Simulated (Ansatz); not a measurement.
Reaction (isomerisation): `CC(O)(F)C=N` → `NC/C(O)=C\F`

Program: Ansatz. Geometries: PBE0-D4/def2-TZVP. ΔE: electronic, gas phase. CCSD(T)/CBS is the MP2 limit (def2-TZVPP, def2-QZVPP) plus CCSD(T) − MP2 in def2-TZVPP, frozen cores. Functionals use def2-TZVPP. Each species was taken in one conformer, which may not be the lowest.

`CC(O)(F)C=N`:

Cartesian coordinates in Å:
```
C 0.704 0.151 1.273
C 0.068 -0.384 0.019
O -0.760 -1.435 0.362
F 1.072 -0.854 -0.819
C -0.708 0.673 -0.746
N -0.489 1.066 -1.920
H 1.433 0.921 1.022
H -0.057 0.575 1.928
H 1.203 -0.668 1.794
H -1.243 -1.722 -0.422
H -1.550 1.094 -0.188
H 0.327 0.583 -2.303
```

`NC/C(O)=C\F`:

```xyz
12

N    -1.385    0.972   -0.177
C    -0.589   -0.021    0.539
C     0.572   -0.407   -0.333
O     0.297   -0.435   -1.656
C     1.778   -0.726    0.119
F     2.031   -0.738    1.445
H    -2.344    0.979    0.137
H    -1.008    1.904   -0.055
H    -0.234    0.299    1.522
H    -1.220   -0.903    0.688
H    -0.520    0.093   -1.736
H     2.620   -1.017   -0.493
```

```
             level  ΔE (eV)
           PBE0-D4     0.50
           ωB97X-V     0.62
           ωB97M-V     0.60
            B2PLYP     0.60
     HF/def2-TZVPP     0.74
SCS-MP2/def2-TZVPP     0.68
CCSD(T)/def2-TZVPP     0.66
     MP2/CBS(def2)     0.61
```

Question: What does CCSD(T)/CBS give? (Best estimate.)

Answer: The calculation gave: +0.63 eV. The listed levels differ from it by -0.13, -0.01, -0.03, -0.03, 0.11, 0.05, 0.03, -0.02 eV.

Largest T1 diagnostic among the species: 0.012.

In def2-TZVPP, CCSD(T) changes the Hartree–Fock value by −0.08 eV (the triples alone add −0.00 eV) and MP2 by −0.10 eV.
